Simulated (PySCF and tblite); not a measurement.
Values are calculated unless marked as measured or tabulated.
System: C₄H₆Cl (charge +1), numbered as in [CH3:1][CH+:2]/[CH:3]=[CH:4]/[Cl:5].

Motion: rotation about the C3–C2 bond (torsion C4–C3–C2–C1 from 180° to 360°, rising). GFN2-xTB gives an electronic barrier of 25.1 kcal/mol and a reaction energy of 2.4 kcal/mol.

The ion is treated without a counter-ion.

(1) What does PBE0/pcSseg-1 + D3(BJ) give on PBE0-D3(BJ)/def2-SVP geometries?

(2) And the level of the geometries itself, PBE0-D3(BJ)/def2-SVP?

Programs: tblite and PySCF.

Results:

(1) A barrier of 34.6 kcal/mol, 9.5 above the tight-binding barrier (from unrounded values), a reaction energy of 2.9 kcal/mol and, with GFN2-xTB thermal terms, ΔG‡(298 K) = 32.2 kcal/mol and k = 3.1×10⁻¹¹ s⁻¹ (2 equivalent paths).

(2) 35.1 kcal/mol.
